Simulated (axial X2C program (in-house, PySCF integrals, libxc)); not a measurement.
# NSiO²⁺: bond lengths and stretches, held linear

The task here is to estimate one member of a computed series from the others.

Program: an in-house X2C program for linear molecules on PySCF integrals. Level of theory: all-electron X2C, two-component (2c) or spin-free, N dyall-av3z, Si dyall-v3z, O dyall-av3z. These are calculated values, not measurements.

All values are calculated.

2 further runs of the same task are left out: 2 set aside as unsound or not needed.

The first run:

Input file task.json:

```json
{"zs": [7, 14, 8], "q": 2, "bas": ["dyall-av3z", "dyall-v3z", "dyall-av3z"], "r0": [1.67, 1.64], "symm": 0, "scan": ["PBE0", "HF", "BHandHLYP"], "levels": ["PBE0", "HF", "BHandHLYP"], "nst": 2}
```

Keys: zs atomic numbers; q charge; bas basis sets; r0 starting distance in Å; symm equal bonds; scan levels of the two-bond scan; levels methods; nst determinants followed.

Command:

```bash
$ python solin.py task.json out
```

Masses N 14.003, Si 27.977, O 15.995 u.

Steps of the session up to this table: Scan at PBE0, 2c; Scan at BHandHLYP, 2c; Scan at PBE0, spin-free.

One table of the session follows, with a row left open; its other results are not shown here.

| level | r(N–Si) (Å) | lower stretch (cm⁻¹) | upper stretch (cm⁻¹) |
| --- | --- | --- | --- |
| PBE0, 2c | 1.879 | 475.8 | 973.3 |
| BHandHLYP, 2c | 1.908 | 374.5 | 990.4 |
| PBE0, spin-free | ? | ? | ? |
| BHandHLYP, spin-free | 1.908 | 374.5 | 990.4 |

Estimate the missing values for PBE0, spin-free.

As computed: r(N–Si) (Å): 1.878; lower stretch (cm⁻¹): 475.9; upper stretch (cm⁻¹): 973.4. In the column «r(N–Si) (Å)» it is the lowest.

Scans not shown above were run alike.

The lower stretch spreads by more than a fifth over the levels, so it depends strongly on the method. A multiply charged ion may be only metastable. The molecule was held linear; bending was not examined, so a bent shape may lie lower. Note: functional without a current term on a determinant with orbital currents, of the molecule or an atom.
